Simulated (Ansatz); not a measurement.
## C3H6, singlet: the ladder up to RCCSDT(Q)

Geometry: MP2(full)/6-31G*, from the G2/97 set.

```tsv
atom	x (Å)	y (Å)	z (Å)
C	0.0000	0.8670	0.0000
C	0.7508	-0.4335	0.0000
C	-0.7508	-0.4335	0.0000
H	0.0000	1.4558	0.9105
H	0.0000	1.4558	-0.9105
H	1.2607	-0.7279	-0.9105
H	1.2607	-0.7279	0.9105
H	-1.2607	-0.7279	0.9105
H	-1.2607	-0.7279	-0.9105
```

Basis 6-31G* (Cartesian d functions); Ansatz 0.2.0. Correlated methods freeze the noble-gas cores, which leaves 18 electrons in 54 orbitals. R marks a restricted (for open shells ROHF) determinant. Active spaces: frontier = (8e, 8o) about the gap.

Full CI isn't at hand for all of this; RCCSDT(Q) serves as the reference, and is uncertain by about the last step of the cluster series.

```
UHF ⟨S²⟩                          : 0.000
T1 diagnostic (RCCSD)             : 0.0076
largest doubles amplitude (RCCSD) : 0.047
```

| level | E − E(RCCSDT(Q)) (kJ/mol) | share of correlation (%) | wall time |
| --- | --- | --- | --- |
| RHF | 1152.4 | 0.00 | – |
| RMP2 | 128.4 | 88.86 | – |
| CISD | 155.0 | 86.55 | 3.6 s |
| RCCSD | 37.0 | 96.79 | – |
| RCCSD(T) | 3.3 | 99.71 | 0.94 s |
| BCCD(T) | 3.2 | 99.72 | 1.3 s |
| RCCSDT | 1.7 | 99.86 | – |
| CASSCF (frontier space) | 934.1 | 18.94 | – |
| MRCISD (frontier space) | 103.8 | 90.99 | – |
| MRCISD+Q (frontier space) | 15.6 | 98.64 | 22 s (H100) |

The correlation energy at RCCSDT(Q), counted from RHF, is -11.944 eV. That run took 15 s on 2 threads of AMD EPYC 7R13 with a shared H100 80 GB, shared host.

Times hold each run's SCF and search for its determinant on a shared host, so for small cases they say little of a method's own cost; rows without a card ran on 1 thread of AMD EPYC 7R13.

Atomization energy (electronic, same basis, no zero-point term; atoms at the same level, unrestricted beside the R rows where the molecule is a closed shell, with restricted open-shell steps beyond CCSDT(Q)) at RCCSDT(Q): 3279.1 kJ/mol. Errors of other levels:

```tsv
level	error (kJ/mol)
RHF	-584.0
RMP2	29.6
CISD	-141.9
RCCSD	-27.3
RCCSD(T)	-1.0
BCCD(T)	-0.3
RCCSDT	-1.5
```

This basis is far from its limit, so the value isn't to be set against a measured one. Truncated CI isn't size-consistent, which counts against it in atomization.
